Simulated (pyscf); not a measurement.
Addition across a multiple bond or ene-type step: HO–BH–OH + ethylene (H₂C=CH₂) → HO–BH–CH₂–CH₂–OH

Gas phase, singlet surface, charge 0. Bonds broken: O1–B2. Bonds formed: O1–C7, B2–C8. Optimised with ωB97X-D3(BJ)/def2-SVP in PySCF.

Transition state (Å):

```xyz
12

O     -0.5382    -0.7844     0.2497
B     -1.8724    -0.0282     0.0846
O     -2.6188    -0.4202    -1.0300
H     -0.6075    -1.4717     0.9260
H     -2.5216    -0.0072     1.1214
H     -2.0536    -0.5572    -1.7975
C      0.0161     1.0242     0.5717
C     -1.0998     1.6098    -0.0511
H      0.0848     0.9922     1.6639
H      0.9586     0.8577     0.0444
H     -0.9843     1.9164    -1.0964
H     -1.7558     2.2461     0.5487
```

One imaginary mode, 595i cm⁻¹; descent along it reached the two sides named.

| bond | change | reactant side (Å) | saddle | product side |
|---|---|---|---|---|
| O1–B2 | breaks | 1.368 | 1.542 | 2.8 |
| O1–C7 | forms | 3.4 | 1.919 | 1.418 |
| B2–C8 | forms | 3.2 | 1.816 | 1.587 |

Electronic energies relative to the separated reactants (eV):

```csv
level,barrier,reaction energy,reverse barrier
ωB97X-D3(BJ)/def2-TZVP,1.86,+0.62,1.24
PBE/def2-TZVP,1.66,+0.73,0.93
r²SCAN/def2-TZVP,1.71,+0.73,0.98
B3LYP-D3(BJ)/def2-TZVP,1.94,+0.84,1.11
PBE0-D3(BJ)/def2-TZVP,1.71,+0.58,1.13
M06-2X/def2-TZVP,1.93,+0.76,1.17
ωB97M-D3(BJ)/def2-TZVP,1.91,+0.76,1.15
HF/def2-TZVP,2.70,+1.08,1.62
```

With ωB97M-D3(BJ)/def2-TZVP energies and thermal terms (ideal gas, 1 atm, RRHO with modes under 100 cm⁻¹ raised to 100, one conformer, R ln 2 for chiral ones without a mode under 150 cm⁻¹), in eV:

```csv
T (K),ΔH‡,ΔG‡,ΔH,ΔG
298,1.92,2.44,+0.86,+1.32
600,1.94,2.96,+0.88,+1.78
900,1.96,3.47,+0.92,+2.23
1200,1.99,3.96,+0.96,+2.66
```

The same reactants have a lower exit, to H₃C–CH₂–B(OH)–OH (barrier +1.56 eV at ωB97M-D3(BJ)/def2-TZVP, against +1.91 eV here). HO–BH–CH₂–CH₂–OH lies 2.29 eV over its isomer H₃C–CH₂–B(OH)–OH (electronic energy, ωB97M-D3(BJ)/def2-TZVP). One saddle was located; it need not be the lowest between these sides.
